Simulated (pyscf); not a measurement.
5 gas-phase steps of one pattern: four-centre exchange on the singlet surface, Al–H + H–N or Ga–H + H–N broken and Al–N + H–H or Ga–N + H–H formed. PySCF, gas phase, ωB97X-D3(BJ)/def2-SVP geometries. Electronic energies in kcal/mol, between the relaxed ends of the descent from the saddle (adducts or complexes of the species named), with the reactant end as zero; ΔE‡ and ΔE at ωB97X-D3(BJ)/def2-TZVP. Rows were drawn at random from the steps of this pattern with a verified saddle, stable references and a bound adduct at one end at least.

```json
[
 {"row": "1", "step": "HO–AlH₂ (SMILES [OH][AlH2]) + NH₃ (SMILES N) → H₂N–AlH–OH (SMILES [NH2][AlH][OH]) + H₂ (SMILES [H][H])", "ΔE": "+10.4", "ΔE‡": "32.0"},
 {"row": "2", "step": "H₂N–SiH₂–OH (SMILES N[SiH2]O) + GaH₃ (SMILES [GaH3]) -> HO–SiH₂–NH–GaH₂ (SMILES O[SiH2][NH][GaH2]) + H₂ (SMILES [H][H])", "ΔE": "+11.8", "ΔE‡": "36.7"},
 {"row": "3", "step": "H₂Al–Cl (SMILES [AlH2][Cl]) + NH₃ (SMILES N) → H₂N–AlH–Cl (SMILES [NH2][AlH][Cl]) + H₂ (SMILES [H][H])", "ΔE": "+13.1", "ΔE‡": "34.3"},
 {"row": "4", "step": "NH₃ (SMILES N) + GaH₃ (SMILES [GaH3]) -> H₂N–GaH₂ (SMILES [NH2][GaH2]) + H₂ (SMILES [H][H])", "ΔE": "+14.8", "ΔE‡": "38.7"},
 {"row": "5", "step": "Cl–GaH₂ (SMILES [Cl][GaH2]) + NH₃ (SMILES N) -> H₂N–GaH–Cl (SMILES [NH2][GaH][Cl]) + H₂ (SMILES [H][H])", "ΔE": "+19.1", "ΔE‡": "?"}
]
```

Question: From a straight line through the complete rows, estimate the missing barrier and say how far the line can be trusted.

Answer: Over the 4 complete rows the means are +12.5 (ΔE) and 35.4 (ΔE‡); least squares gives b = 1.25 and a = 19.8 kcal/mol, with residuals of 1.5 kcal/mol (root mean square; largest 2.2, row 2). For row 5: 19.8 + 1.25 × (+19.1) = 43.7 kcal/mol, an extrapolation. The computed barrier is 43.6 kcal/mol, 0.1 under the line. The scatter is large against the spread of the barriers, so the line says little here. Each barrier is that of the saddle found. Elements up to Kr have no core potential and no relativistic terms here.
